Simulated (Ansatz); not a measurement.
Consider the hydrogenolysis of a C–F bond: `C=C(F)/C=C/F` + H₂ → `C=C/C=C\F` + H–F.

Isolated molecules relaxed with PBE0-D4/def2-TZVP in Ansatz; ΔE leaves out vibrations. CCSD(T)/CBS is the MP2 limit (def2-TZVPP, def2-QZVPP) plus CCSD(T) − MP2 in def2-TZVPP, frozen cores. This one scheme is used for every species. Double bonds are as drawn, so ΔE can hold a change between cis and trans. DFT in def2-TZVPP. One conformer a species, not always the lowest.

`C=C(F)/C=C/F`:

Z-matrix (Å, degrees):
```
C
C 1 1.327
H 1 1.081 2 120.9
H 1 1.080 2 119.8 3 180.0
F 2 1.345 1 119.3 3 0.0
C 2 1.444 1 126.7 3 -180.0
C 6 1.326 2 122.8 1 -180.0
H 6 1.083 2 117.5 1 0.0
F 7 1.331 6 121.3 2 180.0
H 7 1.083 6 125.6 2 -0.0
```

H₂:

Z-matrix (Å, degrees):
```
H
H 1 0.746
```

`C=C/C=C\F`:

```xyz
10

C     1.244   -1.135    0.775
C     0.140   -0.693    0.174
C    -0.095    0.696   -0.153
C    -1.183    1.166   -0.750
F    -2.196    0.374   -1.117
H     1.382   -2.184    1.002
H     2.045   -0.458    1.057
H    -0.642   -1.396   -0.095
H     0.666    1.425    0.103
H    -1.363    2.205   -0.996
```

H–F:

```xyz
2

F     0.304   -0.299   -0.173
H    -0.304    0.299    0.173
```

```csv
level,ΔE (kJ/mol)
PBE0-D4,-82.4
ωB97X-V,-77.1
r2SCAN,-72.3
PBE0,-83.3
SCS-MP2/def2-TZVPP,-92.8
CCSD/def2-TZVPP,-93.7
HF/def2-QZVPP,-92.9
MP2/def2-QZVPP,-98.1
```

(1) What does CCSD(T)/CBS give? (Estimate.)

Largest T1 diagnostic among the species: 0.012.

Results:

(1) Computed: -95.0 kJ/mol. The listed levels differ from it by 12.6, 17.9, 22.7, 11.7, 2.2, 1.3, 2.1, -3.1 kJ/mol.

From PBE to PBE0 (25 % exact exchange), in def2-TZVPP and without D4, ΔE moves by −8.1 kJ/mol.
